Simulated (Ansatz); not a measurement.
Conformers of C₆H₁₄ (`CCCC(C)C`), each relaxed with PBE0-D4/def2-TZVP in Ansatz. CBS adds the triple-zeta coupled-cluster correction to the MP2 limit.

Not all of them had a frequency check.

Conformer A:

Z-matrix (Å, degrees):
```
C
C 1 1.520
H 1 1.094 2 111.0
H 1 1.093 2 111.9 3 120.0
H 1 1.092 2 111.2 3 -119.9
C 2 1.524 1 114.0 3 -55.5
H 2 1.095 1 109.6 3 -179.1
H 2 1.095 1 109.1 3 65.7
C 6 1.528 2 116.1 1 -59.8
H 6 1.098 2 109.0 1 177.7
H 6 1.097 2 108.7 1 62.6
C 9 1.522 6 110.1 2 177.8
C 9 1.522 6 112.2 2 -58.6
H 9 1.097 6 108.2 2 60.5
H 12 1.093 9 111.4 6 -177.4
H 12 1.095 9 110.7 6 62.8
H 12 1.093 9 111.4 6 -56.9
H 13 1.093 9 111.0 6 -178.0
H 13 1.095 9 110.6 6 -58.6
H 13 1.092 9 112.2 6 61.7
```

Conformer B:

Z-matrix (Å, degrees):
```
C
C 1 1.519
H 1 1.094 2 111.0
H 1 1.094 2 111.1 3 119.5
H 1 1.092 2 111.7 3 -120.2
C 2 1.520 1 112.6 3 -59.8
H 2 1.094 1 109.2 3 62.7
H 2 1.097 1 109.6 3 178.6
C 6 1.526 2 115.2 1 -175.9
H 6 1.099 2 109.3 1 61.2
H 6 1.097 2 108.6 1 -53.9
C 9 1.522 6 110.4 2 173.4
C 9 1.522 6 112.3 2 -62.8
H 9 1.099 6 107.6 2 55.8
H 12 1.095 9 110.6 6 62.6
H 12 1.093 9 111.4 6 -57.1
H 12 1.093 9 111.4 6 -177.8
H 13 1.092 9 112.2 6 60.9
H 13 1.093 9 111.0 6 -178.8
H 13 1.095 9 110.5 6 -59.5
```

Problem. Which is lowest in electronic energy at CCSD(T)/CBS (frozen core, def2 sets), and by how much? (Best estimate.)

Solution. The calculation gave: B; A lies 1.5 kJ/mol higher. Gaps under about 2 kJ/mol don't settle the order.

Problem. Give the energies relative to B (kJ/mol) with r2SCAN/def2-TZVPP, B3LYP/def2-TZVPP, MP2/def2-TZVPP, SCS-MP2/def2-TZVPP, MP2/def2-QZVPP, MP2/CBS(def2), CCSD/CBS(def2). (Best estimate.)

Solution. Ansatz gave: 
```csv
level,A
r2SCAN/def2-TZVPP,2.1
B3LYP/def2-TZVPP,3.8
MP2/def2-TZVPP,0.8
SCS-MP2/def2-TZVPP,1.5
MP2/def2-QZVPP,1.0
MP2/CBS(def2),1.1
CCSD/CBS(def2),1.8
```

B3LYP here is the variant with VWN-RPA as its local correlation; programs differ in this.
